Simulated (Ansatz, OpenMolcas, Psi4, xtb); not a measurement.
## BSiH5 (boranylsilane): the HOMO–LUMO gap, rung by rung

The species is BSiH5 (7 atoms), meant as a singlet with charge 0. SMILES: `B[SiH3]`. The coordinates come from a PBE0-D4/def2-TZVP relaxation.

Quantity: the HOMO–LUMO gap, in eV. The values are calculated.

```csv
level,kind,program,value (eV),CPU time
GFN2-xTB,semi-empirical,xtb,2.49,under 2 s
HF/def2-TZVP,Hartree–Fock,OpenMolcas,12.47,7.4 s
SVWN5/def2-TZVP,LDA,OpenMolcas,3.54,18 s
revPBE/def2-TZVP,GGA,Psi4,3.82,14 s
TPSS/def2-TZVP,meta-GGA,OpenMolcas,4.16,30 s
r2SCAN0/def2-TZVP,hybrid meta-GGA,Ansatz,6.36,8.7 s
HSE06/def2-TZVP,range-separated hybrid,Ansatz,5.20,5.8 s
PBE-QIDH/def2-TZVP,double hybrid,Ansatz,9.91,7.7 s
```

The values span 2.49 to 12.47 eV. Orbital gaps aren't excitation energies, and those of double hybrids come from the SCF part alone; they tend to grow with the share of exact exchange. CPU times are rough (shared hosts, several kinds of processor and program).
